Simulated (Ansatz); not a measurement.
The input, for Ansatz 0.2.0:

```yaml
crystal:
  periodic: [false, false, false]
  atoms:
    - {symbol: Ti, position_ang: [0.000317, 0.003226, 0.492295]}
    - {symbol: N, position_ang: [-0.000516, -0.006367, -1.393700]}
    - {symbol: H, position_ang: [0.047448, 0.821819, -2.092760]}
    - {symbol: H, position_ang: [-0.055329, -0.886540, -1.918954]}
basis:
  gaussian: {orbitals: def2-SVP}
magnetization: {spin_polarized: true, initial_magnetization: 1}
hamiltonian: {xc: {name: revPBE}}
```

```sh
$ ansatz run in.yaml --threads 1 --pin off --events-out ev --progress --plain --max-ram 2393MiB
```

Output:

```
668 factors; their error is unknown
mean field evaluation 1: about -24612.1733 eV, gradient 5.1e1 eV
mean field evaluation 2: about -24512.9275 eV, gradient 1.1e2 eV
mean field evaluation 4: about -24555.1049 eV, gradient 1.2e2 eV
mean field evaluation 8: about -24628.1782 eV, gradient 1.4e0 eV
mean field evaluation 16: about -24628.2678 eV, gradient 1.5e-1 eV
mean field evaluation 32: about -24628.2376 eV, gradient 5.9e-6 eV
mean field evaluation 64: about -24628.2391 eV, gradient 9.5e-2 eV
mean field evaluation 96: about -24628.2370 eV, gradient 1.7e-1 eV
mean field evaluation 128: about -24628.0312 eV, gradient 2.0e0 eV
mean field evaluation 160: about -24628.2420 eV, gradient 2.0e-1 eV
mean field evaluation 192: about -24628.2208 eV, gradient 3.6e-1 eV
mean field -24628.23762915 eV, -905.0710392523 hartree, gradient 1.7e-6 eV, S^2 1.307065; 9 other end points of the search recorded, 0 dependent functions left out
reference -24628.23769193 eV, -905.0710415593 hartree; 16, 15 occupied and 39, 40 virtual orbitals, 668 factors
Total energy: -24628.23769193 eV, -905.0710415593 hartree
```

Ran on 1 thread of Arm Neoverse V2, shared host: 45 s wall, 0.2 GiB peak host memory.
